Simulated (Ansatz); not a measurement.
**HC–Si–Ge, quartet in cc-pVDZ: errors against RCCSDT(Q)**

Geometry: a PBE0/def2-TZVP stationary point for this spin, not checked as a minimum.

```xyz
4

C     0.0000    0.0000    1.1531
Si    0.0000    0.0000   -0.5316
Ge    0.0000    0.0000   -2.8497
H     0.0000    0.0000    2.2282
```

Basis cc-pVDZ; Ansatz 0.2.0. Only valence electrons are correlated (noble-gas cores and the filled d shells of p-block atoms frozen), which leaves 13 electrons in 44 orbitals. Prefix R: restricted or restricted open-shell reference; prefix U: unrestricted. No spin–orbit coupling is included, and no scalar relativity.

Full CI isn't at hand for all of this; RCCSDT(Q) serves as the reference, and is uncertain by about the last step of the cluster series. The frozen core follows each run's orbitals, which can shift R against U totals by a few meV for light atoms and by up to 0.1 eV past Ca.

For open shells CISD is restricted-active-space CI with the open shells as a complete middle space.

The UHF ⟨S²⟩ is 4.040, the T1 diagnostic (RCCSD) is 0.0380 and the largest doubles amplitude (RCCSD) is 0.077.

```tsv
level	E − E(RCCSDT(Q)) (mEh)	share of correlation (%)	wall time
RHF	305.93	0.00	–
RMP2	55.24	81.94	–
CISD	49.09	83.95	72 s
RCCSD	17.24	94.37	–
RCCSD(T)	3.48	98.86	67 s
BCCD(T)	3.52	98.85	68 s
RCCSDT	1.37	99.55	–
```

The correlation energy at RCCSDT(Q), counted from RHF, is -8.325 eV. That run took 4 min on 1 thread of Intel Xeon, shared host.

Run but not shown, since their state or frozen core can't be matched to the reference's or they repeat it: UHF, UMP2, UCCSD, UCCSD(T), UCCSDT, UCCSDT(Q).

Times hold each run's SCF and search for its determinant on a shared host, so for small cases they say little of a method's own cost; they ran on 1 thread of Intel Xeon.
